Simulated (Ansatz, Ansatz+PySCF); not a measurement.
```xyz
2

S     0.0000    0.0000   -0.0860
H     0.0000    0.0000    1.3763
```

UHF-MP2 on doublet SH was run in several spherical basis sets with Ansatz (development build ahead of 0.2.0). Frozen core: 5 orbitals.

(1) Rank the basis sets by the total energy that they give, lowest first, with the distance from the lowest.
A. def2-SVP
B. 6-31G(d)
C. cc-pVDZ
D. def2-TZVP
E. cc-pVTZ

Results:

(1) E (0.00 eV), D (0.34 eV), C (1.47 eV), B (2.63 eV), A (5.06 eV).

Totals follow the description of the cores as much as that of the bonds, so this order isn't one of quality for chemistry.
